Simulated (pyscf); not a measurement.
This saddle point was located with ωB97X-D3(BJ)/def2-SVP in PySCF.

```
O
B 1 1.3526
H 1 1.1726 2 148.43
F 3 1.2423 1 118.73 2 179.64
H 1 1.1726 3 63.22 4 0.00
H 2 1.2086 1 118.23 3 0.33
H 2 1.2086 6 123.55 1 -179.99
```

Surface: singlet, charge 0. Lowest wavenumbers (cm⁻¹): 2148i, 93, 226, 682, 682.

Task: What reaction is this the transition state of?

Result: H₂B–OH + HF ⇌ H₂B–OH + HF, a four-centre exchange read from left to right: H–O, F–H broken and H–O, F–H formed. At CCSD(T)/def2-TZVPP + ΔMP2(QZVPP) it lies +175.9 kJ/mol from the left side and +175.9 kJ/mol from the right (each side as separated species at their lowest minima found). On the reactant side the descent ends in a complex, 30.3 kJ/mol under the separated species and 191.4 kJ/mol under the saddle at ωB97X-D3(BJ)/def2-TZVP. On the product side the descent ends in a complex, 30.2 kJ/mol under the separated species and 191.4 kJ/mol under the saddle at ωB97X-D3(BJ)/def2-TZVP. At ωB97X-D3(BJ) the barrier from the zero used here is 161.2 kJ/mol. The same reactants have a lower exit, to H₂B–F + H₂O (barrier +44.0 kJ/mol at ωB97M-D3(BJ), against +158.7 kJ/mol here). This is the saddle that the search found; another between the same sides may lie lower. The CCSD(T) − MP2 part came from Ansatz, without density fitting, on the same reference.
